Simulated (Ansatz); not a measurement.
# How far a parabola holds: energy against volume of rock-salt NaF

Rock-salt NaF was calculated with LDA in Ansatz (PAW). Run with plane-wave cutoff 520 eV, 12×12×12 k mesh, Fermi–Dirac smearing 0.01 eV, scalar-relativistic PAW data made under PBE. The cell has no free parameter but its volume, all volumes share cutoff and mesh, and the runs aren't spin-polarised. Energies are free energies at the run's smearing, counted from the lowest row; static lattice.

```csv
V (Å³/atom),E (meV/atom)
10.718,?
10.946,3.91
11.174,0.97
11.402,0.00
11.630,0.78
11.858,3.12
```

**Question.** Using a parabola, estimate the missing E at V = 10.718 from the other rows, showing the fit.

**Answer.** With u = V - 11.40, the rows have u = -0.45400, -0.22600, 0.00200, 0.23000, 0.45800. Least squares gives E = -0.001 - 0.844·u + 16.915·u². Residuals (row less fit): 0.041, -0.084, 0.003, 0.080, -0.041; standard error 0.092 (degrees of freedom: 2). The fitted curve has its minimum at V = 11.4, where E = -0.01. Its curvature is d²E/dV² = 2 × 16.915 meV/Å⁶, so B = V0·d²E/dV² × 0.1602 = 61.9 GPa. At the withheld row, u = -0.68200, so E = -0.001 - 0.844 × (-0.68200) + 16.915 × (-0.68200)² = 8.442 meV/atom. The calculation gives 9.04 meV/atom, 0.598 meV/atom above the prediction (6.6 % of the range of E in the table). The row lies outside the fitted rows, so this is an extrapolation. From the scatter of the fitted rows alone, a prediction at this place has a standard error of 0.217 meV/atom, so the miss is 2.8 times that.

The residuals are curvature that a parabola lacks, not noise. A solid that stiffens under compression and softens on expansion lies above the parabola at the compressed end and under it at the expanded end, as this row does. A third-order Birch-Murnaghan fit to the whole scan has B0 = 61.2 GPa. Only scans are tabulated whose curvature falls smoothly with volume, and where the parabola meets the shown rows within 5 % of their range and misses the end by 0.1 meV or more.

Measured, for comparison: bulk modulus 53.1 GPa (0 K value with the zero-point phonon effect removed; as tabulated in Mejia-Rodriguez and Trickey (2018), arXiv:1807.09216). Computed less measured: bulk modulus +15 %.

Ansatz is an electronic-structure program.
